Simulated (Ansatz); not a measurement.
C3H5FO can be A, `C[C@@H]1O[C@H]1F`, or B, `C/C(F)=C\O`.

Computed with Ansatz on PBE0-D4/def2-TZVP structures; ΔE is electronic, products minus reactants. CCSD(T)/CBS adds triple-zeta CCSD(T) − MP2 to the extrapolated MP2 energy (def2 sets, frozen cores). Functionals use def2-TZVPP. B3LYP here is the variant with VWN-RPA as its local correlation; programs differ in this. One conformer a species, not always the lowest.

Question: Which isomer does CCSD(T)/CBS put lower? Give the gap. (Best estimate.)

Answer: Ansatz gave: B, by 5.8 kcal/mol.

Question: Give E(B) − E(A) in kcal/mol with CCSD(T)/def2-TZVPP, r2SCAN-D4, CCSD/def2-TZVPP, MP2/def2-TZVPP, B3LYP, B2PLYP, HF/def2-TZVPP. (Estimate.)

Answer: Computed: CCSD(T)/def2-TZVPP -4.9, r2SCAN-D4 -4.5, CCSD/def2-TZVPP -4.8, MP2/def2-TZVPP -3.4, B3LYP -7.4, B2PLYP -6.0, HF/def2-TZVPP -6.1. None reverses the order clearly.

Largest T1 diagnostic: 0.012.

From PBE to PBE0 (25 % exact exchange), in def2-TZVPP and without D4, E(B) − E(A) moves by +0.9 kcal/mol. In def2-TZVPP, CCSD(T) changes the Hartree–Fock value by +1.1 kcal/mol (the triples alone add −0.1 kcal/mol) and MP2 by +2.7 kcal/mol.
